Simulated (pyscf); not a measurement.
GeH₄ (SMILES [GeH4]) + H• (SMILES [H]) → GeH₃• (SMILES [GeH3]) + H₂ (SMILES [H][H]) (hydrogen abstraction; doublet surface; Ge–H broken, H–H formed). PySCF, gas phase, ωB97X-D3(BJ)/def2-SVP geometries. Energies in kJ/mol from the separated reactants.

| level | barrier | reaction energy |
|---|---|---|
| PBE/def2-TZVP | ? | -78.0 |
| r²SCAN/def2-TZVP | -8.1 | -85.6 |
| B3LYP-D3(BJ)/def2-TZVP | -3.9 | -87.8 |
| PBE0-D3(BJ)/def2-TZVP | ? | ? |
| ωB97M-D3(BJ)/def2-TZVP | 13.3 | -80.6 |
| HF/def2-TZVP | 38.3 | -58.9 |

Question: Complete the blanks.

Answer: 
- PBE/def2-TZVP, barrier: -1.9
- PBE0-D3(BJ)/def2-TZVP, barrier: 3.4
- PBE0-D3(BJ)/def2-TZVP, reaction energy: -73.8

At PBE, r²SCAN, B3LYP-D3(BJ) this geometry lies under the reactants; that is no barrier but a single point on another level's saddle; such a level's own saddle, if it has one, lies nearer that side and is low. This is the saddle that the search found; another between the same sides may lie lower. The angle at the transferred H is 180°. Elements up to Kr have no core potential and no relativistic terms here.
